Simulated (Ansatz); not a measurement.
# HClF (doublet): from Hartree-Fock to the top rungs at distance Cl1–H2 along a hydrogen transfer = 1.189 Å, cc-pVDZ

How much of the correlation energy of HClF (doublet) does each wave-function method recover here?

The runs use Ansatz 0.2.0, Gaussian basis; cc-pVDZ, core rule «outside noble gas», up to 6 orbitals frozen.

The runs, in order: UHF; CCSD(T) on ROHF; CCSD(T) on UHF; BCCD(T) on ROHF; CISD; CCSDT(Q) on ROHF; CCSDT(Q) on UHF; CASSCF and MRCISD+Q, 3 electrons in 3 orbitals; CASSCF and NEVPT2, 3 electrons in 3 orbitals; CASSCF and MRCISD+Q, 15 electrons in 9 orbitals; CASSCF and NEVPT2, 15 electrons in 9 orbitals.

9 further runs of the same task are left out: 7 that didn't finish, 2 set aside as unsound or not needed.

## (1) What is computed

The geometry derives from fragments relaxed apart (PBE0/def2-TZVP) and kept rigid, so it is no stationary point. A hydrogen atom is moved between rigid fragments.

3 atoms, charge 0, spin multiplicity 2.

Atoms are counted from 1 here; the program's logs count them from 0.

Bond lengths: Cl1–H2 1.189 Å.

## (2) UHF

The input, in.yaml:

```yaml
crystal:
  periodic: [false, false, false]
  atoms:
    - {symbol: Cl, position_ang: [0.000000, 0.000000, -1.327000]}
    - {symbol: H, position_ang: [0.000000, 0.000000, -0.138000]}
    - {symbol: F, position_ang: [0.000000, 0.000000, 1.465000]}
basis:
  gaussian: {orbitals: cc-pVDZ}
magnetization: {spin_polarized: true, initial_magnetization: 1}
hamiltonian: {xc: hf}
output: {orbitals: {seedname: orbitals}}
```

Run with:

```console
ansatz run in.yaml --threads 1 --pin off --events-out ev --progress --plain --max-ram 2393MiB
```

The runs that follow: CCSD(T) on ROHF; CCSD(T) on UHF; BCCD(T) on ROHF; CISD; CCSDT(Q) on ROHF; CCSDT(Q) on UHF; CASSCF and MRCISD+Q, 3 electrons in 3 orbitals; CASSCF and NEVPT2, 3 electrons in 3 orbitals; CASSCF and MRCISD+Q, 15 electrons in 9 orbitals; CASSCF and NEVPT2, 15 electrons in 9 orbitals.

Q: Predict the results of all the runs planned. Wanted: UCCSDT(Q) below the RHF energy; RMP2 from UCCSDT(Q); UMP2 from UCCSDT(Q); RCCSD from UCCSDT(Q); RCCSD(T) from UCCSDT(Q); UCCSD(T) from UCCSDT(Q); RCCSDT(Q) from UCCSDT(Q); MRCISD+Q pair from UCCSDT(Q); NEVPT2 valence from UCCSDT(Q).

As calculated:

| quantity | value |
| --- | --- |
| UCCSDT(Q) below the RHF energy | -8.8097 eV |
| RMP2 from UCCSDT(Q) | +830.8 meV |
| UMP2 from UCCSDT(Q) | +832.6 meV |
| RCCSD from UCCSDT(Q) | +116.1 meV |
| RCCSD(T) from UCCSDT(Q) | +19.4 meV |
| UCCSD(T) from UCCSDT(Q) | +18.6 meV |
| RCCSDT(Q) from UCCSDT(Q) | +0.9 meV |
| MRCISD+Q pair from UCCSDT(Q) | +31.6 meV |
| NEVPT2 valence from UCCSDT(Q) | +1632.8 meV |
| MRCISD+Q valence from UCCSDT(Q) | +42.0 meV |
| levels within 1 kcal/mol (43 meV) | RCCSD(T), UCCSD(T), BCCD(T), RCCSDT, UCCSDT, RCCSDT(Q), MRCISD+Q pair, MRCISD+Q valence |
| T1 diagnostic | 0.009 |
| effectively unpaired electrons | 1.00 |

**Reading.** RCCSD(T) misses by +19.4 meV, 0.2 % of the correlation energy. One determinant dominates. Of the multireference levels listed MRCISD+Q pair comes nearest in total energy (+31.6 meV), which doesn't show that its space is the better one. These misses are within one basis, not against nature; the frozen cores of restricted and unrestricted runs differ, which can shift their rows.
